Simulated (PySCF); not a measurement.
CHO, SMILES `[CH]=O` (charge 0, multiplicity 2)

Method: PBE0-D3(BJ)/def2-TZVP in PySCF 2.14.0.

```
Property                                              Value
-----------------------------  ----------------------------
highest occupied spin orbital                      -6.39 eV
dipole moment                                        1.62 D
total energy                                   -113.7721 Ha
cost                           very roughly 11 core-seconds
```

```xyz
3

C     -0.0251     0.3537     0.0000
O      1.0285    -0.1523     0.0000
H     -1.0033    -0.2015     0.0000
```
Charge 0, spin multiplicity 2.
